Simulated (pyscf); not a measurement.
A first-order saddle from PySCF, ωB97X-D3(BJ)/def2-SVP:

```xyz
8

S     -1.2177     0.8682     1.5470
Si    -0.2675    -0.5832    -0.1740
H     -0.1577     1.6968     1.6298
H     -0.0284     0.6313    -1.0126
H     -1.5560    -1.2370    -0.4994
H      0.8763    -1.4503    -0.5927
F      0.1347    -1.3433     1.5732
H     -0.4305    -0.4787     2.0295
```
Charge 0, spin multiplicity 1.

Surface: singlet, charge 0. Lowest wavenumbers (cm⁻¹): 734i, 123, 346, 360, 458.

Q: Which two sides does it connect, and which bonds change?

A: H₃Si–SH (SMILES [SiH3]S) + HF (SMILES F) <-> H₂S (SMILES S) + F–SiH₃ (SMILES F[SiH3]), a four-centre exchange read from left to right: S–Si, F–H broken and H–S, F–Si formed. At CCSD(T)/def2-TZVPP + ΔMP2(QZVPP) it lies +114.8 kJ/mol from the left side and +186.8 kJ/mol from the right (each side as separated species at their lowest minima found). On the reactant side the descent ends in a complex, 24.1 kJ/mol under the separated species and 126.3 kJ/mol under the saddle at ωB97X-D3(BJ)/def2-TZVP. At ωB97X-D3(BJ) the barrier from the zero used here is 102.2 kJ/mol. This is the saddle that the search found; another between the same sides may lie lower. The CCSD(T) − MP2 part came from Ansatz, without density fitting, on the same reference.
